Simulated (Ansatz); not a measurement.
Geometry optimisation, RKS B3LYP-D4/def2-SVP (Ansatz 0.2.0).

Input:

```yaml
crystal:
  periodic: [false, false, false]
  atoms:
    - { symbol: "N", position_ang: [-1.489, 0.1781, 0.4431] }
    - { symbol: C, position_ang: [-0.4477, -0.6648, 0.0331] }
    - { symbol: "N", position_ang: [0.8764, -0.1593, 0.874] }
    - { symbol: C, position_ang: [0.8466, -0.1085, -0.3572] }
    - { symbol: O, position_ang: [1.4029, 0.2482, -1.4551] }
    - { symbol: H, position_ang: [-1.42, 1.1585, 0.005] }
    - { symbol: H, position_ang: [-1.4182, 0.3922, 1.4392] }
    - { symbol: H, position_ang: [-0.5379, -1.7136, 0.146] }
    - { symbol: H, position_ang: [2.2755, 0.623, -1.1454] }
basis:
  gaussian: { orbitals: def2-SVP }
hamiltonian:
  xc: b3lyp
  dispersion: d4
relax:
  f_tol: 0.015
  max_steps: 40
```

Run as:

```bash
$ ansatz run input.yaml --threads 1 --pin off --max-ram 2048MiB --backend cpu --events-out ev --progress --plain --runs-dir out
```

Question: Where does it end, and by what steps?

Answer: It converged. After 11 steps the energy has fallen by 0.739 eV; H7 moved furthest, 0.67 Å.

```
step  energy less start (eV)  largest force component (eV/Å)  accepted
   0                  0.0000                           3.015       yes
   1                 -0.5178                           2.079       yes
   2                 -0.6457                           0.868       yes
   3                 -0.7029                           0.784       yes
   4                 -0.6877                           0.652        no
   5                 -0.7252                           0.162       yes
   6                 -0.7361                           0.092       yes
   7                 -0.7354                           0.205        no
   8                 -0.7376                           0.208       yes
   9                 -0.7386                           0.070       yes
  10                 -0.7385                           0.051        no
  11                 -0.7387                           0.009       yes
```

```xyz
9
Properties=species:S:1:pos:R:3
N -1.492 0.262 0.372
C -0.344 -0.541 0.218
N 1.079 -0.128 0.830
C 0.859 -0.097 -0.405
O 1.458 0.224 -1.546
H -1.291 1.258 0.316
H -1.979 0.071 1.246
H -0.562 -1.615 0.289
H 2.362 0.520 -1.338
```

The run took 24 s on 1 thread of Intel(R) Xeon(R) 6975P-C (Granite Rapids) (shared host), peak memory 0.21 GiB.
